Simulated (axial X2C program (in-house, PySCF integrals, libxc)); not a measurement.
# Levels of PF⁺ by electron attachment to PF²⁺ (EOM-EA-CCSD)

Computed with an axial X2C code built on PySCF integrals: two-component X2C with atomic mean-field Coulomb and Gaunt terms, Gaussian nuclei, basis P dyall-av3z, F dyall-av3z with contracted cores.

R = 1.522 Å (near the PBE0 minimum at charge 1 of the determinant lowest at the starting distance; the state shown can have its own minimum elsewhere).

Levels of PF⁺ obtained by attaching an electron to PF²⁺:

| Ω | binding energy (eV) | above lowest (cm⁻¹) | attached spinor | one-particle weight |
| --- | --- | --- | --- | --- |
| 1/2 | 18.215 | 0 | 80% P pπ, 9% F pπ | 0.96 |
| 3/2 | 18.173 | 335 | 80% P pπ, 9% F pπ | 0.96 |
| 1/2 | 13.530 | 37788 | 48% P pσ, 30% P dσ, 9% F pσ | 0.96 |
| 1/2 | 8.633 | 77282 | 81% P sσ | 0.93 |

Q: What is the splitting of the first π pair in the table, and is it regular or inverted?

A: E(3/2) − E(1/2) = 335 − 0 = 335 cm⁻¹ at EOM-EA-CCSD: regular, Ω = 1/2 lower. Splittings at this level can be off by ten to twenty per cent.

This point took 15 s on 1 thread of Intel(R) Xeon(R) Processor @ 2.30GHz, on a shared host.

Reference electrons by ω block (each with its −ω partner): 1/2: 9, 3/2: 2. 10 electrons of PF²⁺ correlated (inner shells frozen), 92 natural virtual spinors (a truncated set); levels can be off by some tenths of an eV. Roots sought by Ω: (1/2: 5, 3/2: 4, 5/2: 2, 7/2: 1); the list ends where they run out and leaves out roots under 60 % one-particle weight. The solver can skip a root, and states that need a further excitation, which the method places far too high, are missing though they may lie low or lowest. T1 of the reference 0.030 (Lee–Taylor). The reference was not checked to be the lowest state of its species. Number of frozen shells: P 2 s, 1 p; F 1 s. Large amplitudes in the reference (orbital relaxation or multireference character) lower the reliability. Left out with split weight: Ω = 3/2 at 9.74 eV (0.34), Ω = 5/2 at 9.74 eV (0.34).
